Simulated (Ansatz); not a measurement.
# Interaction energy ladder

The pair of NH4⁺ (SMILES [NH4+], atoms 1–5) and PH3 (SMILES P, atoms 6–9), both closed shells, in one local arrangement (a lower one may exist), relaxed at PBE0-D4/def2-TZVP:

N1  (0.015, -0.090, -1.690)
H2  (0.462, 0.742, -2.077)
H3  (-0.941, -0.152, -2.040)
H4  (0.006, -0.032, -0.621)
H5  (0.535, -0.918, -1.986)
P6  (-0.014, 0.085, 1.585)
H7  (0.756, 1.073, 2.234)
H8  (0.416, -1.026, 2.341)
H9  (-1.234, 0.317, 2.255)
(Å)

Computed with Ansatz 0.2.0 (basis: def2-TZVPPD, with def2-QZVPPD for the basis limit); correlated methods freeze the cores. B3LYP uses VWN-RPA correlation. Extrapolation: Hartree–Fock as exp(−7.88 √X), correlation as X^−2.97. Interaction energies count from these two fragments, frozen as in the pair, with the counterpoise correction; negative means bound.

Question: What is the interaction energy by CCSD(T) at an estimated basis limit (MP2 extrapolated from triple and quadruple zeta, plus CCSD(T) − MP2 in triple zeta)? (An estimate is asked for; the value comes from the calculation.)

Answer: The calculation gives: -15.81 kcal/mol. Hartree–Fock alone gives -12.72 kcal/mol at the basis limit. It counts from the two fragments frozen as in the pair.

The same quantity by other methods in triple zeta, and each one's difference from that estimate:
```json
{"method": "PBE-D4", "E_int (kcal/mol)": "-18.74", "difference": "-2.92"}
{"method": "revPBE-D4", "E_int (kcal/mol)": "-17.80", "difference": "-1.98"}
{"method": "BLYP-D4", "E_int (kcal/mol)": "-17.36", "difference": "-1.54"}
{"method": "r2SCAN-D4", "E_int (kcal/mol)": "-17.56", "difference": "-1.75"}
{"method": "B97M-V", "E_int (kcal/mol)": "-15.96", "difference": "-0.15"}
{"method": "PBE0-D4", "E_int (kcal/mol)": "-18.11", "difference": "-2.30"}
{"method": "B3LYP-D4", "E_int (kcal/mol)": "-17.20", "difference": "-1.39"}
{"method": "HSE06-D4", "E_int (kcal/mol)": "-18.13", "difference": "-2.32"}
{"method": "wB97X-V", "E_int (kcal/mol)": "-16.72", "difference": "-0.91"}
{"method": "wB97M-V", "E_int (kcal/mol)": "-15.75", "difference": "0.06"}
{"method": "B2PLYP", "E_int (kcal/mol)": "-15.95", "difference": "-0.14"}
{"method": "HF", "E_int (kcal/mol)": "-12.71", "difference": "3.11"}
{"method": "MP2", "E_int (kcal/mol)": "-15.73", "difference": "0.09"}
{"method": "CCSD", "E_int (kcal/mol)": "-14.67", "difference": "1.15"}
{"method": "CCSD(T)", "E_int (kcal/mol)": "-15.17", "difference": "0.65"}
```
Differences are method less estimate.

Question: Which atoms make the shortest contact between the fragments?

Answer: H4 and P6, 2.21 Å apart.

Energy to bend the free fragments (PBE0-D4 minima) into their shapes in the pair, CCSD(T)/def2-TZVPPD: NH4⁺ 1.04 kcal/mol; PH3 0.79 kcal/mol. This must be added to the interaction energy to get the binding energy from relaxed fragments.

Basis-set superposition shift (counterpoise-corrected less uncorrected): CCSD(T) 0.46; MP2 0.50; HF 0.06; PBE0-D4 0.07; wB97M-V 0.10 kcal/mol.

No T1 diagnostic of these runs exceeds 0.014.

For scale, one of the runs: CCSD(T)/def2-TZVPPD, 204 basis functions, launched by `ansatz run in.yaml --threads 2 --pin off --events-out ev --progress --plain --max-ram 5222MiB`. Hardware: 2 CPU threads of an Arm Neoverse V2, shared host. Wall time 26 s; peak host memory 2.5 GiB.
